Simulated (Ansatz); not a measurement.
H2SSi (`[SiH]S`), charge 0, multiplicity 1.

Question: Give a relaxed structure at PBE0-D4/def2-TZVP (Ansatz). (Estimate.)

Answer: Computed: 
Z-matrix (Å, degrees):
```
Si
S 1 2.115
H 1 1.525 2 89.3
H 2 1.346 1 97.5 3 -179.9
```
Point group Cs.
